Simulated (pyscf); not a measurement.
H₃C–CH₂–O–SiH₃ (SMILES CCO[SiH3]) + HO–SiH₃ (SMILES O[SiH3]) → H₃C–CH₃ (SMILES CC) + HO–SiH₂–O–SiH₃ (SMILES O[SiH2]O[SiH3]), a four-centre exchange (singlet surface; C–O, H–Si broken, C–H, O–Si formed). Structures and frequencies: ωB97X-D3(BJ)/def2-SVP in PySCF. Energies in kJ/mol from the separated reactants.

GFN2-xTB: tblite. 

Task: Quick GFN2-xTB single points give ΔE‡ = 268.6 kJ/mol and ΔE = -156.3 kJ/mol. What does ωB97M-D3(BJ)/def2-TZVP give, and how far is the quick result from it?

Result: ωB97M-D3(BJ)/def2-TZVP gives ΔE‡ = 251.3 kJ/mol and ΔE = -211.9 kJ/mol. GFN2-xTB lies 17.3 kJ/mol over it in the barrier and 55.6 kJ/mol over it in the reaction energy, so on this step it does not hold to within 12.6 kJ/mol. ωB97M-D3(BJ)/def2-TZVP has limits of its own. On the reactant side the descent ends in a complex (not fully relaxed), 19.2 kJ/mol under the separated species and 275.2 kJ/mol under the saddle at ωB97X-D3(BJ)/def2-TZVP. From the product side, CH₃• + CH₃• + HO–SiH₂–O–SiH₃ lies, by one bond made or cut, 52.8 kJ/mol under this saddle at ωB97M-D3(BJ)/def2-TZVP. The same reactants have a lower exit, to H₃C–CH₂–O–SiH₂–O–SiH₃ + H₂ (barrier +131.9 kJ/mol at ωB97M-D3(BJ)/def2-TZVP, against +251.3 kJ/mol here). H₃C–CH₂–O–SiH₃ lies 75.7 kJ/mol over its isomer H₃C–CH₂–SiH₂–OH (electronic energy, ωB97M-D3(BJ)/def2-TZVP). One saddle was located; it need not be the lowest between these sides.
